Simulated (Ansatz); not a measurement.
We consider C (P6₃/mmc, No. 194, 4 atoms in the cell; start mp-47), described by LDA (plane waves, PAW; Ansatz, a program for electronic structure).

Settings: plane-wave cutoff 500 eV, 18×18×10 k mesh (along the axes of the cell as run), gaussian smearing 0.02 eV, scalar-relativistic PAW data made under PBE.

Cell (relaxed at this level):

```cif
data_C4
_chemical_formula_sum 'C4'
_space_group_name_H-M_alt 'P63/mmc'
_space_group_IT_number 194
_space_group_name_Hall '-P 6c 2c'
_cell_length_a 2.48336
_cell_length_b 2.48336
_cell_length_c 4.13627
_cell_angle_alpha 90.000
_cell_angle_beta 90.000
_cell_angle_gamma 120.000
loop_
_atom_site_label
_atom_site_type_symbol
_atom_site_symmetry_multiplicity
_atom_site_Wyckoff_symbol
_atom_site_fract_x
_atom_site_fract_y
_atom_site_fract_z
_atom_site_occupancy
C1 C 4 f 0.33333 0.66667 0.06283 1
```

**Question.** Give the computed band gap.

**Answer.** 
- band gap = 3.03 eV (on the SCF k mesh)

Note: the relaxation could not lower the start's symmetry, so the cell can be a saddle point above a distorted one.

Computed values are for the static lattice.

A start named mp-… is a Materials Project structure, which need not be a measured phase.
